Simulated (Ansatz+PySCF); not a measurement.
# singlet COS: levels of theory in one basis

```xyz
3

O     0.0000    0.0000   -1.8167
C     0.0000    0.0000   -0.5677
S     0.0000    0.0000    1.1212
```

Basis set: def2-SVP (spherical functions). Frozen core: 7 orbitals. Charge 0, multiplicity 1.

Computed with Ansatz (development build ahead of 0.2.0); each method stands on the lowest determinant of its kind that the runs found. NEVPT2 correlates all electrons. Active spaces start from the frontier orbitals, and the lowest solution found is given.

```csv
method,E − E(RHF) (eV),<S²> of the determinant
RHF,0.00,0.00
RHF-MP2,-12.32,–
RHF-CCSD,-12.35,–
RHF-CCSD(T),-13.02,–
"SC-NEVPT2(8,6)",-12.30,–
```

(1) What does CASSCF(8,6) give on the same scale?

(2) Is a single determinant a sound starting point here?

Answers

(1) -2.35 eV.

(2) By this sign, yes. Unrestricted orbitals gain 0.00 eV and <S²> is 0.00 against 0.00 for a pure state. The CASSCF(8,6) natural occupations are 1.98, 1.98, 1.94, 1.94, 0.08, 0.08.
